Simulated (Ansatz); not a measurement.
Voigt–Reuss–Hill shear modulus of rock-salt HfN at several levels of theory

No measured value is used here.

Problem. Put these levels in order of the Voigt–Reuss–Hill shear modulus that they give for rock-salt HfN, smallest first: LDA (Ansatz, a quantum-chemistry and plane-wave program), PBE (Ansatz), PBEsol (Ansatz).

Solution. PBE (153 GPa), PBEsol (166 GPa), LDA (175 GPa)

Unless a cell is named, each level is at its own relaxed cell (LDA 11.15, PBE 11.76, PBEsol 11.40 Å³/atom).

Density-functional levels without +SOC have no spin–orbit coupling. Each level is taken at its own relaxed cell. Ansatz's density-functional and Hartree–Fock values are scalar-relativistic unless marked +SOC, with PAW data made under PBE.
